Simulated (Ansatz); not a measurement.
Molecule (SMILES): FOF.
Atoms: F1, O2, F3. Bonds: F1-O2, O2-F3.

How fast the optimised F1-O2 bond length converges with the basis for several methods (Ansatz, a first-principles code): deviation from each method's own reference, in Å. References: HF 1.3327 Å, the value in def2-QZVPPD; MP2 1.3976 Å, the value in def2-QZVPP; PBE 1.4197 Å, the value in def2-QZVPPD; PBE0 1.3796 Å, the value in def2-QZVPPD. Cartesian d functions, on some or all atoms, in 6-31G*; all else is spherical. In correlated methods cores are frozen. A restricted Hartree-Fock determinant is unstable towards unrestricted orbitals. No added dispersion term, no relativity. The reference of a correlated method is not its basis-set limit, which lies further on.

```
basis              functions       HF      MP2      PBE     PBE0
-----------------  ---------  -------  -------  -------  -------
cc-pVDZ                   42   0.0142   0.0217   0.0099   0.0117
def2-SVP                  42   0.0028   0.0073  -0.0027  -0.0006
6-31G*                    45   0.0156   0.0260   0.0056   0.0097
6-311G**                  54   0.0015   0.0069   0.0077   0.0055
pcseg-2                   90   0.0023   0.0050   0.0018   0.0019
cc-pVTZ                   90   0.0027   0.0033   0.0019   0.0025
jun-cc-pV(T+d)Z          117   0.0016   0.0037   0.0010   0.0014
6-311++G(3df,3pd)        117  -0.0023  -0.0022  -0.0027  -0.0026
def2-TZVPPD              120   0.0016   0.0041   0.0004   0.0007
cc-pCVTZ                 129   0.0023   0.0027   0.0008   0.0016
aug-cc-pVTZ              138   0.0022   0.0058   0.0015   0.0020
cc-pVQZ                  165   0.0006   0.0004   0.0004   0.0007
```

Mean absolute deviation over 6-311G**, pcseg-2, cc-pVTZ, jun-cc-pV(T+d)Z, 6-311++G(3df,3pd), def2-TZVPPD, cc-pCVTZ, aug-cc-pVTZ: HF 0.0021, PBE 0.0022, PBE0 0.0023, MP2 0.0042 Å.
